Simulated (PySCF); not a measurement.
**Which functional comes closest?**

Molecule: formyl fluoride (SMILES FC=O).

Bonds (- single, = double, # triple, : aromatic): O1=C2 1.177 Å, C2-F3 1.329 Å. C2 carries H4.

Geometry PBE0-D3(BJ)/def2-SVP throughout; GIAO in PySCF 2.14, gas phase, one conformer, non-relativistic; equivalent atoms averaged; basis pcSseg-2.

Reference values (PBE0/multiwavelet basis limit; gas (isolated, no vibration); Jensen, Fla, Jonsson, Monstad, Ruud, Frediani, PCCP 2016, 18, 21145): σ(O1) = -137.6 ppm, σ(C2) = 22.2 ppm, σ(F3) = 117.4 ppm, σ(H4) = 23.52 ppm.

Task: How do the functionals HF, LDA, PBE, BLYP, BP86, OPBE, KT2, KT3, B97-D, B3LYP, PBE0, mPW1PW91 perform against the reference? Times are CPU seconds on 1 thread of an Arm Neoverse V1, shared host; the GGAs took longer than the global hybrids here, which isn't the general rule, and the cause wasn't traced.

Result: 
| functional | kind | O1 | C2 | F3 | H4 | abs. error O | abs. error C | abs. error F | abs. error H | core-s |
| --- | --- | --- | --- | --- | --- | --- | --- | --- | --- | --- |
| HF | Hartree–Fock | -127.5 | 34.7 | 188.5 | 24.15 | 10.1 | 12.5 | 71.1 | 0.63 | 1.2 |
| LDA | LDA | -140.8 | 17.2 | 84.0 | 22.74 | 3.2 | 5.0 | 33.4 | 0.78 | 3.8 |
| PBE | GGA | -126.8 | 21.5 | 92.7 | 23.12 | 10.8 | 0.7 | 24.7 | 0.40 | 4.5 |
| BLYP | GGA | -130.5 | 17.8 | 94.1 | 23.27 | 7.1 | 4.4 | 23.3 | 0.25 | 4.5 |
| BP86 | GGA | -125.3 | 21.7 | 95.7 | 23.18 | 12.3 | 0.5 | 21.7 | 0.34 | 4.2 |
| OPBE | GGA | -106.8 | 30.7 | 104.4 | 23.19 | 30.8 | 8.5 | 13.0 | 0.33 | 4.2 |
| KT2 | GGA | -102.3 | 31.8 | 105.3 | 23.18 | 35.3 | 9.6 | 12.1 | 0.34 | 4.3 |
| KT3 | GGA | -97.3 | 32.4 | 110.5 | 23.35 | 40.3 | 10.2 | 6.9 | 0.17 | 4.3 |
| B97-D | GGA | -110.3 | 25.5 | 107.9 | 23.37 | 27.3 | 3.3 | 9.5 | 0.15 | 4 |
| B3LYP | global hybrid | -135.7 | 20.2 | 116.8 | 23.45 | 1.9 | 2.0 | 0.6 | 0.07 | 2.6 |
| PBE0 | global hybrid | -132.4 | 24.4 | 121.0 | 23.38 | 5.2 | 2.2 | 3.6 | 0.14 | 2.5 |
| mPW1PW91 | global hybrid | -133.7 | 23.8 | 122.1 | 23.43 | 3.9 | 1.6 | 4.7 | 0.09 | 2.5 |

For ¹⁷O the closest is B3LYP (1.9 ppm) and the furthest KT3 (40.3 ppm).

For ¹³C the closest is BP86 (0.5 ppm, with PBE practically level) and the furthest HF (12.5 ppm).

For ¹⁹F the closest is B3LYP (0.6 ppm) and the furthest HF (71.1 ppm).

For ¹H the closest is B3LYP (0.07 ppm, with mPW1PW91 practically level) and the furthest LDA (0.78 ppm). One molecule is a small sample, and the reference may use another geometry.
